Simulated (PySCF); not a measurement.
Molecule: `C#CC(=O)[O-]`, [C$_{3}$HO$_{2}$]-.

Geometry:
```json
{"atom": "C1", "x (Å)": "1.543", "y (Å)": "-0.070", "z (Å)": "0.389"}
{"atom": "C2", "x (Å)": "0.342", "y (Å)": "-0.016", "z (Å)": "0.178"}
{"atom": "C3", "x (Å)": "-1.159", "y (Å)": "0.055", "z (Å)": "-0.081"}
{"atom": "O4", "x (Å)": "-1.833", "y (Å)": "-0.712", "z (Å)": "0.623"}
{"atom": "O5", "x (Å)": "-1.486", "y (Å)": "0.868", "z (Å)": "-0.957"}
{"atom": "H6", "x (Å)": "2.599", "y (Å)": "-0.120", "z (Å)": "0.576"}
```

Total charge -1.

Geometry PBE0-D3(BJ)/def2-SVP throughout; GIAO in PySCF 2.14.0 with density-fitted response routines, gas phase, one conformer, non-relativistic; equivalent atoms averaged; basis pcSseg-2.

Q: How do the shifts δ (against TMS, H2O at the same level) depend on the functional? (ppm; last column core-seconds on shared hosts with different chips, so compare them loosely; the GGAs took longer than the global hybrids here, which isn't the general rule, and the cause wasn't traced)

A: 
```tsv
functional	kind	C3	C2	C1	O4/O5	H6	core-s
HF	Hartree–Fock	164.6	98.6	59.4	314.1	1.36	5.4
LDA	LDA	160.1	103.4	53.9	378.9	0.79	12
PBE	GGA	155.7	98.1	48.5	362.4	0.80	16
BLYP	GGA	156.3	96.9	45.4	361.2	0.83	15
BP86	GGA	155.5	97.5	48.2	359.2	0.82	18
OPBE	GGA	150.3	95.1	47.8	349.7	0.77	17
KT2	GGA	148.5	90.5	43.1	343.4	0.99	30
KT3	GGA	147.0	89.0	41.3	338.0	0.92	17
B97-D	GGA	152.1	93.8	44.8	347.4	0.83	16
B3LYP	global hybrid	159.8	98.7	49.6	355.4	0.83	11
PBE0	global hybrid	159.7	99.8	52.9	354.1	0.82	12
mPW1PW91	global hybrid	159.9	99.6	52.8	353.7	0.82	12
WP04	global hybrid	159.4	92.9	46.5	345.1	0.67	15
B97-2	global hybrid	156.7	96.9	50.2	345.8	0.82	14
BHandHLYP	global hybrid	163.4	99.9	54.3	342.7	0.97	15
CAM-B3LYP	range-separated hybrid	163.7	101.8	53.6	351.2	0.86	17
wB97X-D	range-separated hybrid	161.4	101.0	53.9	348.3	0.86	17
LC-wPBE	range-separated hybrid	166.7	105.4	59.8	342.9	0.82	27
```

Q: Which nucleus moves most, in ppm?

A: O4/O5 (carboxylate oxygen): from 314.1 ppm with HF to 378.9 ppm with LDA. The smallest spread is 0.69 ppm, at H6. Proton shifts span only some 12 ppm, so a few tenths of a ppm matter as much there as several ppm in carbon.
